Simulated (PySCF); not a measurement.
H2O2, charge -1, doublet, at the geometry of the source list (a state made from the parent by changing its charge; the spin is typed, not shown lowest) (in this run its highest filled SCF level lies above zero, so its values depend strongly on the basis, on diffuse functions most of all); MP2/cc-pVTZ run with PySCF.

PySCF was given this input:
```python
from pyscf import gto, scf, mp

mol = gto.Mole()
mol.atom = '''
    O    -0.63540000    0.00540000    0.31800000
    O     0.63520000    0.01270000   -0.31820000
    H    -1.23890000   -0.02600000   -0.43600000
    H     1.23910000    0.00790000    0.43620000
'''
mol.basis = 'cc-pvtz'
mol.charge = -1
mol.spin = 1
mol.verbose = 4
mol.build()

mf = scf.UHF(mol)
mf.kernel()

pt = mp.MP2(mf)
pt.kernel()
print('E(MP2) = %.10f' % pt.e_tot)
mf.analyze()
```

It wrote (shortened):

```
PySCF version 2.14.0

[INPUT] verbose = 4
[INPUT] num. atoms = 4
[INPUT] num. electrons = 19
[INPUT] charge = -1
[INPUT] spin (= nelec alpha-beta = 2S) = 1
[INPUT] symmetry False subgroup None
[INPUT] Mole.unit = angstrom
[INPUT] Symbol           X                Y                Z      unit          X                Y                Z       unit  Magmom
[...]
nuclear repulsion = 37.3048080088715
number of shells = 30
number of NR pGTOs = 116
number of NR cGTOs = 88
basis = cc-pvtz
ecp = {}

******** <class 'pyscf.scf.uhf.UHF'> ********
method = UHF
initial guess = minao
damping factor = 0
level_shift factor = 0
DIIS = <class 'pyscf.scf.diis.CDIIS'>
diis_start_cycle = 1
diis_space = 8
diis_damp = 0
SCF conv_tol = 1e-09
SCF conv_tol_grad = None
SCF max_cycles = 50
direct_scf = True
direct_scf_tol = 1e-13
number electrons alpha = 10  beta = 9
Set gradient conv threshold to 3.16228e-05
init E= -150.74110347962

cycle= 1 E= -150.546021231088  delta_E= 0.195  |g|= 0.516  |ddm|= 2.22
cycle= 2 E= -150.605176898201  delta_E= -0.0592  |g|= 0.437  |ddm|=  2.7
cycle= 3 E= -150.666605540773  delta_E= -0.0614  |g|= 0.0446  |ddm|= 0.996
cycle= 4 E= -150.670691348823  delta_E= -0.00409  |g|= 0.0367  |ddm|= 0.352
cycle= 5 E= -150.674158745841  delta_E= -0.00347  |g|= 0.0328  |ddm|= 0.359
cycle= 6 E= -150.680221871915  delta_E= -0.00606  |g|= 0.0277  |ddm|= 0.77
cycle= 7 E= -150.68533917057  delta_E= -0.00512  |g|= 0.013  |ddm|= 0.928
cycle= 8 E= -150.686204668295  delta_E= -0.000865  |g|= 0.0147  |ddm|= 0.357
cycle= 9 E= -150.686586789634  delta_E= -0.000382  |g|= 0.0142  |ddm|= 0.541
cycle= 10 E= -150.686752352921  delta_E= -0.000166  |g|= 0.00205  |ddm|= 0.192
cycle= 11 E= -150.686763830333  delta_E= -1.15e-05  |g|= 0.000494  |ddm|= 0.0557
cycle= 12 E= -150.686764257388  delta_E= -4.27e-07  |g|= 0.000202  |ddm|= 0.0042
cycle= 13 E= -150.686764332477  delta_E= -7.51e-08  |g|= 8.63e-05  |ddm|= 0.0019
cycle= 14 E= -150.686764354345  delta_E= -2.19e-08  |g|= 6.99e-05  |ddm|= 0.00117
cycle= 15 E= -150.686764378231  delta_E= -2.39e-08  |g|= 7.15e-05  |ddm|= 0.00133
cycle= 16 E= -150.686764342239  delta_E= 3.6e-08  |g|= 5.78e-05  |ddm|= 0.00222
cycle= 17 E= -150.686764296888  delta_E= 4.54e-08  |g|= 2.35e-05  |ddm|= 0.00496
cycle= 18 E= -150.686764292239  delta_E= 4.65e-09  |g|= 6.73e-06  |ddm|= 0.00213
cycle= 19 E= -150.686764292307  delta_E= -6.79e-11  |g|= 2.65e-06  |ddm|= 0.000212
Extra cycle  E= -150.686764292317  delta_E= -1.01e-11  |g|= 1.88e-06  |ddm|= 1.25e-05
[...]
converged SCF energy = -150.686764292317  <S^2> = 0.75900041  2S+1 = 2.0089802
E(UMP2) = -151.232137938613  E_corr = -0.545373646296367
E(SCS-UMP2) = -151.218476942216  E_corr = -0.531712649899175
E(MP2) = -151.2321379386
Total Energy =                        -150.686764292317037
[...]
spin_pop of  1 O 4px       0.00096
spin_pop of  1 O 4py      -0.00005
spin_pop of  1 O 4pz       0.00254
spin_pop of  1 O 3dxy     -0.00003
spin_pop of  1 O 3dyz      0.00015
spin_pop of  1 O 3dz^2     0.00220
spin_pop of  1 O 3dxz      0.00207
spin_pop of  1 O 3dx2-y2   -0.00011
spin_pop of  1 O 4dxy      0.00000
spin_pop of  1 O 4dyz     -0.00000
spin_pop of  1 O 4dz^2     0.00026
spin_pop of  1 O 4dxz      0.00041
spin_pop of  1 O 4dx2-y2    0.00001
spin_pop of  1 O 4f-3     -0.00001
spin_pop of  1 O 4f-2     -0.00000
spin_pop of  1 O 4f-1      0.00001
spin_pop of  1 O 4f+0      0.00001
spin_pop of  1 O 4f+1      0.00047
spin_pop of  1 O 4f+2      0.00031
spin_pop of  1 O 4f+3      0.00000
spin_pop of  2 H 1s        0.16940
spin_pop of  2 H 2s        0.17826
spin_pop of  2 H 3s        0.01020
spin_pop of  2 H 2px       0.00316
spin_pop of  2 H 2py       0.00008
spin_pop of  2 H 2pz       0.00021
spin_pop of  2 H 3px       0.00157
spin_pop of  2 H 3py       0.00000
spin_pop of  2 H 3pz       0.00097
spin_pop of  2 H 3dxy      0.00000
spin_pop of  2 H 3dyz      0.00000
spin_pop of  2 H 3dz^2     0.00016
spin_pop of  2 H 3dxz      0.00085
spin_pop of  2 H 3dx2-y2    0.00016
spin_pop of  3 H 1s        0.16932
spin_pop of  3 H 2s        0.17817
spin_pop of  3 H 3s        0.01020
spin_pop of  3 H 2px       0.00316
spin_pop of  3 H 2py       0.00008
spin_pop of  3 H 2pz       0.00021
spin_pop of  3 H 3px       0.00157
spin_pop of  3 H 3py      -0.00000
spin_pop of  3 H 3pz       0.00097
spin_pop of  3 H 3dxy      0.00000
spin_pop of  3 H 3dyz     -0.00000
spin_pop of  3 H 3dz^2     0.00016
spin_pop of  3 H 3dxz      0.00085
spin_pop of  3 H 3dx2-y2    0.00017
 ** Mulliken Spin Density (per atom)  **
spin density of  0 O =      0.13507
spin density of  1 O =      0.13506
spin density of  2 H =      0.36503
spin density of  3 H =      0.36484
 ** Mulliken pop alpha/beta on meta-lowdin orthogonal AOs **
 ** Mulliken pop       alpha | beta **
In total            10.00000 | 9.00000
 ** Mulliken atomic charges   ( Nelec_alpha | Nelec_beta ) **
charge of  0O =     -0.49829  (     4.31668      4.18161 )
charge of  1O =     -0.49827  (     4.31667      4.18161 )
charge of  2H =     -0.00180  (     0.68341      0.31838 )
charge of  3H =     -0.00164  (     0.68324      0.31840 )

WARN: System has nonzero charge -1; the dipole moment is origin-dependent.
Location of origin: [0. 0. 0.]

Dipole moment(X, Y, Z, Debye):  0.00159, -0.01413,  0.00079
```
